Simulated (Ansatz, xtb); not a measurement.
CH5B2: where a starting geometry ends

The starting geometry of this gas-phase doublet was built from a drawn formula by distance geometry and a force field; its bonds are those of `[BH3-][B+][CH2]`.

```csv
atom,x (Å),y (Å),z (Å)
C,-0.5999,2.1793,1.5789
B,-2.0062,1.0888,-0.5516
B,-1.1985,1.1399,0.7425
H,-1.8867,1.6895,-1.5475
H,-3.1445,1.0623,-0.2514
H,-1.6312,-0.0770,-0.6923
H,0.1322,1.4751,1.9355
H,-1.2599,2.5255,2.3932
```

Task: Predict what becomes of its bonds when it is optimised with r2SCAN-D4/def2-SVP.

Result: A new bond forms, giving a structure with H6 bridging B2 and B3, given below by its coordinates. Distances that change by over a tenth: B2–H6 (1.23 → 1.45 Å). Contacts that close: B3–H6 (1.93 → 1.35 Å).

The energy falls by 2.70 eV over 20 steps:

| step | E − E(last) (eV) |
| --- | --- |
| 1 | 2.701 |
| 3 | 0.736 |
| 5 | 0.444 |
| 7 | 0.196 |
| 9 | 0.046 |
| 12 | 0.014 |
| 14 | 0.003 |
| 16 | 0.000 |
| 18 | 0.000 |
| 20 | 0.000 |

Final geometry (Å):

```yaml
atoms:
  - { symbol: C, position_ang: [-0.6363, 1.8097, 1.7745] }
  - { symbol: B, position_ang: [-2.2666, 1.2800, -0.7496] }
  - { symbol: B, position_ang: [-1.4394, 1.5537, 0.5557] }
  - { symbol: H, position_ang: [-1.8225, 1.3565, -1.8687] }
  - { symbol: H, position_ang: [-3.3909, 0.8642, -0.5634] }
  - { symbol: H, position_ang: [-1.4280, 0.3433, -0.0317] }
  - { symbol: H, position_ang: [0.3897, 1.4426, 1.8926] }
  - { symbol: H, position_ang: [-1.0007, 2.4333, 2.5978] }
```

From the same start GFN2-xTB ends elsewhere, differing in C1–B2 (1.68 against 3.05 Å here), B2–H5 (2.71 against 1.21 Å here), B3–H5 (1.16 against 2.35 Å here), B3–H6 (2.57 against 1.35 Å here).

No frequencies were run, so the end isn't proven a minimum. Open shells are spin-unrestricted. Run with Ansatz 0.2.0, 2.2 min on 2 threads of AMD EPYC (Zen 3), on a shared host.
